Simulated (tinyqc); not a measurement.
Worked calculation: coupled-perturbed Hartree-Fock on RHF in the sto-3g basis, for NH3, spin multiplicity 1. One step of it, computed by the program tinyqc.

Problem. Coupled step 2. U_ai = -(mu_ai + sum_bj [4 (ai|bj) - (ab|ij) - (aj|bi)] U_bj) / (e_a - e_i); alpha = -4 sum U_ai mu_ai.

U after step 1:
```
,i1,i2,i3,i4,i5
a6,0.000000,0.000000,0.000000,0.873180,0.000000
a7,-0.004361,0.115248,-0.568385,0.000000,-0.438590
a8,0.000000,0.000000,0.000000,-0.566999,0.000000
```

dipole integrals <a|y|i> (bohr):
```
,i1,i2,i3,i4,i5
a6,0.000000,0.000000,0.000000,-0.777875,0.000000
a7,0.066259,-0.131360,0.580278,0.000000,0.337963
a8,0.000000,0.000000,0.000000,0.579009,0.000000
```

orbital energies (hartree): MO1 -15.286405, MO2 -1.035672, MO3 -0.546479, MO4 -0.546248, MO5 -0.322631, MO6 0.546324, MO7 0.700826, MO8 0.701345

Two-electron integrals over orbitals (pq|rs), unique and non-zero (hartree):
```
p,q,r,s,(pq|rs)
1,1,1,1,4.127705
2,1,1,1,-0.346485
2,1,2,1,0.045877
2,2,1,1,0.836441
2,2,2,1,-0.010313
2,2,2,2,0.596950
3,1,1,1,0.000067
3,1,2,1,-0.000006
3,1,2,2,0.000010
3,1,3,1,0.008867
3,2,1,1,0.000011
3,2,2,1,4.95e-06
3,2,2,2,0.000080
3,2,3,1,0.014420
3,2,3,2,0.122229
3,3,1,1,0.691650
3,3,2,1,-0.003806
3,3,2,2,0.544980
3,3,3,1,0.002724
3,3,3,2,0.048811
3,3,3,3,0.567100
4,1,4,1,0.008867
4,2,4,1,0.014416
4,2,4,2,0.122145
4,3,4,1,-0.002732
4,3,4,2,-0.048872
4,3,4,3,0.045037
4,4,1,1,0.691572
4,4,2,1,-0.003807
4,4,2,2,0.544873
4,4,3,1,-0.002729
4,4,3,2,-0.048860
4,4,3,3,0.477155
4,4,4,4,0.567086
5,1,1,1,-0.103792
5,1,2,1,0.011572
5,1,2,2,-0.009912
5,1,3,1,-3.77e-06
5,1,3,2,-9.27e-07
5,1,3,3,-0.003387
5,1,4,4,-0.003386
5,1,5,1,0.024060
5,2,1,1,0.056191
5,2,2,1,-0.005209
5,2,2,2,-0.012675
5,2,3,1,-1.24e-07
5,2,3,2,-2.02e-06
5,2,3,3,-0.001506
5,2,4,4,-0.001507
5,2,5,1,0.023017
5,2,5,2,0.107216
5,3,1,1,-0.000058
5,3,2,1,2.43e-06
5,3,2,2,-0.000019
5,3,3,1,0.002276
5,3,3,2,-0.002921
5,3,3,3,-0.007317
5,3,4,4,0.007297
5,3,5,1,-0.000005
5,3,5,2,-0.000020
5,3,5,3,0.027063
5,4,4,1,0.002276
5,4,4,2,-0.002921
5,4,4,3,0.007314
5,4,5,4,0.027061
5,5,1,1,0.947022
5,5,2,1,-0.011294
5,5,2,2,0.609403
5,5,3,1,8.56e-07
5,5,3,2,4.27e-06
5,5,3,3,0.538250
5,5,4,4,0.538200
5,5,5,1,0.010986
5,5,5,2,0.074286
5,5,5,3,-0.000047
5,5,5,5,0.762099
6,1,1,1,-0.289100
6,1,2,1,0.039367
6,1,2,2,-0.006674
6,1,3,1,-0.000027
6,1,3,2,-0.000029
6,1,3,3,-0.002560
6,1,4,4,-0.002548
6,1,5,1,0.003645
6,1,5,2,-0.011209
6,1,5,3,-2.01e-06
6,1,5,5,-0.012760
6,1,6,1,0.035681
6,2,1,1,0.305870
6,2,2,1,-0.008566
6,2,2,2,0.115853
6,2,3,1,-0.000016
6,2,3,2,-0.000074
6,2,3,3,0.069854
6,2,4,4,0.069839
6,2,5,1,-0.011444
6,2,5,2,-0.014604
6,2,5,3,-0.000029
6,2,5,5,0.136099
6,2,6,1,-0.004388
6,2,6,2,0.087306
6,3,1,1,-0.000563
6,3,2,1,0.000012
6,3,2,2,-0.000244
6,3,3,1,0.004650
6,3,3,2,-0.027663
6,3,3,3,-0.035159
6,3,4,4,0.034882
6,3,5,1,1.10e-06
6,3,5,2,-0.000049
6,3,5,3,0.010005
6,3,5,5,-0.000296
6,3,6,1,-7.28e-07
6,3,6,2,-0.000187
6,3,6,3,0.060365
6,4,4,1,0.004647
6,4,4,2,-0.027733
6,4,4,3,0.035080
6,4,5,4,0.010033
6,4,6,4,0.060530
6,5,1,1,-0.085157
6,5,2,1,-0.001231
6,5,2,2,-0.048644
6,5,3,1,-0.000008
6,5,3,2,-0.000057
6,5,3,3,-0.022916
6,5,4,4,-0.022861
6,5,5,1,0.014833
6,5,5,2,0.046020
6,5,5,3,-0.000037
6,5,5,5,-0.032686
6,5,6,1,-0.005519
6,5,6,2,-0.043843
6,5,6,3,0.000067
6,5,6,5,0.041704
6,6,1,1,0.683959
6,6,2,1,-0.007709
6,6,2,2,0.512027
6,6,3,1,-0.000032
6,6,3,2,-0.000280
6,6,3,3,0.485498
6,6,4,4,0.485752
6,6,5,1,-0.016510
6,6,5,2,-0.046054
6,6,5,3,0.000036
6,6,5,5,0.488906
6,6,6,1,-0.002007
6,6,6,2,0.068500
6,6,6,3,0.000030
6,6,6,5,-0.042978
6,6,6,6,0.496036
7,1,4,1,0.013303
7,1,4,2,0.020082
7,1,4,3,-0.003497
7,1,5,4,0.003454
7,1,6,4,0.006511
7,1,7,1,0.020025
7,2,4,1,0.011526
7,2,4,2,0.032064
7,2,4,3,0.014099
7,2,5,4,0.015954
7,2,6,4,0.039969
7,2,7,1,0.016337
7,2,7,2,0.055173
7,3,4,1,0.002328
7,3,4,2,0.042624
7,3,4,3,-0.015142
7,3,5,4,-0.006992
7,3,6,4,-0.029698
7,3,7,1,0.003598
7,3,7,2,-0.003262
7,3,7,3,0.034995
7,4,1,1,0.304667
7,4,2,1,-0.005869
7,4,2,2,0.113113
7,4,3,1,0.002331
7,4,3,2,0.042643
7,4,3,3,0.090436
7,4,4,4,0.060201
7,4,5,1,0.000338
7,4,5,2,0.031475
7,4,5,3,-0.007003
7,4,5,5,0.155636
7,4,6,1,-0.005289
7,4,6,2,0.080192
7,4,6,3,-0.029778
7,4,6,5,-0.021217
7,4,6,6,0.043271
7,4,7,4,0.134126
7,5,4,1,0.005118
7,5,4,2,0.035019
7,5,4,3,-0.014218
7,5,5,4,0.019773
7,5,6,4,-0.013311
7,5,7,1,0.007515
7,5,7,2,0.011434
7,5,7,3,0.013413
7,5,7,5,0.033816
7,6,4,1,0.011520
7,6,4,2,0.100619
7,6,4,3,-0.050778
7,6,5,4,-0.012027
7,6,6,4,-0.046887
7,6,7,1,0.016504
7,6,7,2,0.005728
7,6,7,3,0.048842
7,6,7,5,0.028259
7,6,7,6,0.108273
7,7,1,1,0.792926
7,7,2,1,-0.008489
7,7,2,2,0.547597
7,7,3,1,0.000225
7,7,3,2,-0.028293
7,7,3,3,0.484986
7,7,4,4,0.558194
7,7,5,1,-0.002234
7,7,5,2,0.011506
7,7,5,3,0.009737
7,7,5,5,0.561310
7,7,6,1,-0.006700
7,7,6,2,0.080381
7,7,6,3,0.038559
7,7,6,5,-0.020367
7,7,6,6,0.493343
7,7,7,4,0.076489
7,7,7,7,0.580474
8,1,1,1,-0.000473
8,1,2,1,0.000068
8,1,2,2,-2.68e-07
8,1,3,1,0.013306
8,1,3,2,0.020090
8,1,3,3,0.003480
8,1,4,4,-0.003498
8,1,5,1,0.000007
8,1,5,2,-0.000016
8,1,5,3,0.003455
8,1,5,5,-0.000020
8,1,6,1,0.000028
8,1,6,2,-0.000033
8,1,6,3,0.006517
8,1,6,5,-0.000019
8,1,6,6,-0.000054
8,1,7,4,0.003594
8,1,7,7,0.000544
8,1,8,1,0.020034
8,2,1,1,0.000546
8,2,2,1,-0.000013
8,2,2,2,0.000209
8,2,3,1,0.011524
8,2,3,2,0.032020
8,2,3,3,-0.014006
8,2,4,4,0.014229
8,2,5,1,-0.000016
8,2,5,2,-4.62e-06
8,2,5,3,0.015958
8,2,5,5,0.000243
8,2,6,1,-0.000034
8,2,6,2,0.000077
8,2,6,3,0.039968
8,2,6,5,-0.000085
8,2,6,6,0.000083
8,2,7,4,-0.003124
8,2,7,7,0.024515
8,2,8,1,0.016337
8,2,8,2,0.055167
8,3,1,1,0.304667
8,3,2,1,-0.005871
8,3,2,2,0.113045
8,3,3,1,-0.002325
8,3,3,2,-0.042678
8,3,3,3,0.060201
8,3,4,4,0.090477
8,3,5,1,0.000339
8,3,5,2,0.031481
8,3,5,3,0.006969
8,3,5,5,0.155623
8,3,6,1,-0.005280
8,3,6,2,0.080201
8,3,6,3,0.029476
8,3,6,5,-0.021168
8,3,6,6,0.043538
8,3,7,4,0.066684
8,3,7,7,0.100576
8,3,8,1,-0.003604
8,3,8,2,0.003457
8,3,8,3,0.134176
8,4,4,1,0.002337
8,4,4,2,0.042584
8,4,4,3,-0.015086
8,4,5,4,-0.006970
8,4,6,4,-0.029598
8,4,7,1,0.003612
8,4,7,2,-0.003190
8,4,7,3,0.032373
8,4,7,5,0.013397
8,4,7,6,0.048769
8,4,8,4,0.034896
8,5,1,1,-0.000095
8,5,2,1,-1.26e-06
8,5,2,2,-0.000039
8,5,3,1,0.005119
8,5,3,2,0.035033
8,5,3,3,0.014155
8,5,4,4,-0.014230
8,5,5,1,0.000025
8,5,5,2,0.000084
8,5,5,3,0.019777
8,5,5,5,-0.000022
8,5,6,1,-0.000021
8,5,6,2,-0.000084
8,5,6,3,-0.013275
8,5,6,5,0.000010
8,5,6,6,-0.000141
8,5,7,4,0.013394
8,5,7,7,-0.008655
8,5,8,1,0.007518
8,5,8,2,0.011430
8,5,8,3,-0.013454
8,5,8,5,0.033818
8,6,1,1,-0.000118
8,6,2,1,3.01e-06
8,6,2,2,0.000025
8,6,3,1,0.011522
8,6,3,2,0.100585
8,6,3,3,0.050538
8,6,4,4,-0.050681
8,6,5,1,-0.000022
8,6,5,2,-0.000086
8,6,5,3,-0.011993
8,6,5,5,-0.000086
8,6,6,1,-0.000019
8,6,6,2,-0.000048
8,6,6,3,-0.046658
8,6,6,5,-0.000083
8,6,6,6,-0.000291
8,6,7,4,0.048751
8,6,7,7,-0.040835
8,6,8,1,0.016510
8,6,8,2,0.005763
8,6,8,3,-0.048921
8,6,8,5,0.028235
8,6,8,6,0.108051
8,7,4,1,0.000243
8,7,4,2,-0.028129
8,7,4,3,0.036575
8,7,5,4,0.009742
8,7,6,4,0.038697
8,7,7,1,0.000582
8,7,7,2,0.024383
8,7,7,3,-0.011965
8,7,7,5,-0.008594
8,7,7,6,-0.040738
8,7,8,4,-0.011899
8,7,8,7,0.040025
8,8,1,1,0.793055
8,8,2,1,-0.008493
8,8,2,2,0.547674
8,8,3,1,-0.000187
8,8,3,2,0.028612
8,8,3,3,0.558387
8,8,4,4,0.484808
8,8,5,1,-0.002234
8,8,5,2,0.011513
8,8,5,3,-0.009801
8,8,5,5,0.561365
8,8,6,1,-0.006702
8,8,6,2,0.080437
8,8,6,3,-0.039034
8,8,6,5,-0.020402
8,8,6,6,0.493139
8,8,7,4,0.100706
8,8,7,7,0.500121
8,8,8,1,-0.000515
8,8,8,2,-0.024215
8,8,8,3,0.076326
8,8,8,5,0.008699
8,8,8,6,0.041040
8,8,8,8,0.580784
```

Give: U after step 2; polarisability.

Solution.

U after step 2:
```
,i1,i2,i3,i4,i5
a6,0.000,0.000,0.000,0.910,0.000
a7,-0.004,0.130,-0.591,0.000,-0.479
a8,0.000,0.000,0.000,-0.589,0.000
```

polarisability = 6.282 bohr^3
